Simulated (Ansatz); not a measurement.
Candidates: rutile TiO2, stishovite (SiO2), rutile SnO2, anatase TiO2 (metastable phase), A-type hexagonal La2O3. Level: PBE0 in Ansatz (plane waves, PAW).

Ansatz's runs of these crystals have no spin polarisation.

Spin–orbit coupling is left out, also for the solids with elements from indium on (rutile SnO2, A-type hexagonal La2O3); its size isn't shown.

Each level is taken at its own relaxed cell. Ansatz's density-functional and Hartree–Fock values are scalar-relativistic unless marked +SOC, with PAW data made under PBE.

Question: Which of them have a computed elastic constant C66 between 140 and 280 GPa?

Answer: rutile TiO2, rutile SnO2. The values: rutile TiO2 244 GPa; stishovite (SiO2) 323 GPa; rutile SnO2 207 GPa; anatase TiO2 (metastable phase) 67.2 GPa; A-type hexagonal La2O3 44.3 GPa.

Ansatz is a quantum-chemistry and plane-wave program.
